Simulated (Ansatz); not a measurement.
A nudged elastic band was laid between two geometries of AlClFH + H2 (6 atoms, charge 0, multiplicity 1).

Method: RKS BLYP-D4/def2-SVP in Ansatz.

| Quantity | Value |
| --- | --- |
| movable images | 9 |
| climbing image | yes |
| spring | 5.0 eV/Å² |
| optimiser | quadratic models (default) |
| start path | through a guess of the saddle point |
| force threshold | 0.05 eV/Å |
| iteration limit | 60 |
| end points | relaxed |

First end point:

```xyz
6
Properties=species:S:1:pos:R:3
Al 0.023 0.157 0.231
Cl -0.058 0.767 2.257
H 1.366 0.085 -0.580
F -1.435 -0.041 -0.574
H 0.015 -2.239 0.522
H 0.120 -1.994 1.244
```

Last end point:

```xyz
6
Properties=species:S:1:pos:R:3
Al 0.170 -0.524 -0.358
Cl 0.211 -0.083 2.324
H 1.291 0.551 -0.684
F -1.439 -0.051 -0.570
H 0.400 -2.091 -0.215
H -0.601 -1.068 2.604
```

What changes between the two ends?

Bonds broken: Al1–Cl2, H5–H6. Bonds formed: Al1–H5, Cl2–H6. AlClFH + H2 becomes AlClFH3.

What energy profile does the band end with?

It converged. The highest image is number 5 of 0 to 10, 1.32 eV above the first end and 0.10 eV above the last; the last end lies 1.22 eV above the first. A vibrational analysis at the climbing image gives one clearly imaginary mode, 381i cm⁻¹: a first-order saddle point. The orbitals stay closed-shell, which can raise the energy where a bond breaks towards radicals; this wasn't checked here.

```json
{"image": "0", "path coordinate (Å)": "0.00", "energy (eV)": "0.00", "Al1–Cl2 (Å)": "2.12", "H5–H6 (Å)": "0.77", "Al1–H5 (Å)": "2.41"}
{"image": "1", "path coordinate (Å)": "0.31", "energy (eV)": "0.03", "Al1–Cl2 (Å)": "2.13", "H5–H6 (Å)": "0.77", "Al1–H5 (Å)": "2.30"}
{"image": "2", "path coordinate (Å)": "0.63", "energy (eV)": "0.18", "Al1–Cl2 (Å)": "2.16", "H5–H6 (Å)": "0.78", "Al1–H5 (Å)": "2.11"}
{"image": "3", "path coordinate (Å)": "0.94", "energy (eV)": "0.58", "Al1–Cl2 (Å)": "2.24", "H5–H6 (Å)": "0.85", "Al1–H5 (Å)": "1.91"}
{"image": "4", "path coordinate (Å)": "1.25", "energy (eV)": "1.14", "Al1–Cl2 (Å)": "2.38", "H5–H6 (Å)": "1.06", "Al1–H5 (Å)": "1.75"}
{"image": "5", "path coordinate (Å)": "1.56", "energy (eV)": "1.32", "Al1–Cl2 (Å)": "2.54", "H5–H6 (Å)": "1.40", "Al1–H5 (Å)": "1.65"}
{"image": "6", "path coordinate (Å)": "1.90", "energy (eV)": "1.29", "Al1–Cl2 (Å)": "2.68", "H5–H6 (Å)": "1.80", "Al1–H5 (Å)": "1.61"}
{"image": "7", "path coordinate (Å)": "2.24", "energy (eV)": "1.26", "Al1–Cl2 (Å)": "2.72", "H5–H6 (Å)": "2.22", "Al1–H5 (Å)": "1.60"}
{"image": "8", "path coordinate (Å)": "2.58", "energy (eV)": "1.23", "Al1–Cl2 (Å)": "2.72", "H5–H6 (Å)": "2.64", "Al1–H5 (Å)": "1.59"}
{"image": "9", "path coordinate (Å)": "2.92", "energy (eV)": "1.22", "Al1–Cl2 (Å)": "2.72", "H5–H6 (Å)": "2.93", "Al1–H5 (Å)": "1.59"}
{"image": "10", "path coordinate (Å)": "3.26", "energy (eV)": "1.22", "Al1–Cl2 (Å)": "2.72", "H5–H6 (Å)": "3.16", "Al1–H5 (Å)": "1.59"}
```

What is the geometry of the highest image?


```xyz
6
Properties=species:S:1:pos:R:3
Al 0.052 -0.414 -0.126
Cl -0.005 0.033 2.369
H 1.367 0.218 -0.723
F -1.458 0.057 -0.699
H 0.063 -1.928 0.534
H 0.013 -1.232 1.745
```

What are the harmonic wavenumbers there?

381i, 136, 304, 446, 603, 692, 819, 888, 954, 1569, 1881, 1952 cm⁻¹.

The band took 10 iterations and about 2.3 core-minutes.

Run time: 2.3 min on 1 thread of Arm Neoverse V1, with other jobs on the host, peak memory 0.11 GiB.
